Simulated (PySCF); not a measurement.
## Reproducing measurements on 1-chloro-1,1-difluoroethane

**What was measured.**

From NIST CCCBDB Release 22 (SRD 101), experimental dipoles, for the gas: dipole moment (dielectric constant against temperature) 2.14 D.

The results are set against them at the end.

Species: 1-chloro-1,1-difluoroethane, C2H3ClF2.
SMILES with atom numbers: `[CH3:1][C:2]([F:3])([F:4])[Cl:5]` (hydrogens: H6, H7, H8 on C1)

Cartesian coordinates in Å at the GFN2-xTB level; atoms count from 1:
```
atom  x, y, z in Å
C1    -0.8043   -0.1937   -0.0216
C2     0.6474    0.2018    0.0801
F3     1.1996   -0.2295    1.2302
F4     0.7981    1.5400    0.0865
Cl5    1.6190   -0.4539   -1.2757
H6    -0.8872   -1.2764   -0.0030
H7    -1.2212    0.1934   -0.9468
H8    -1.3424    0.2279    0.8258
```

Runs made with PySCF (gas phase, on this GFN2-xTB geometry; no spin–orbit coupling):

```json
{"level": "CAM-B3LYP/def2-SVPD", "job": "8 singlets by full TDDFT, 3 Tamm–Dancoff triplets, polarisability", "basis functions": "137", "wall time": "22 s"}
```

Hardware: one thread, Arm Neoverse V1, no GPU (shared host).

**Comparison with experiment**

**Dipole moment.** Measured: 2.14 D (NIST CCCBDB Release 22 (SRD 101), experimental dipoles).

```json
{"level": "CAM-B3LYP/def2-SVPD", "computed (D)": "2.33", "computed − measured (D)": "+0.19", "% (from the printed values)": "+9"}
```

The computed dipoles belong to one fixed geometry; measured ones are averaged over vibrations unless marked μe. Magnitudes are compared, not signs.

The geometry is computed, not the measured one. Where a level misses, the cause wasn't examined.
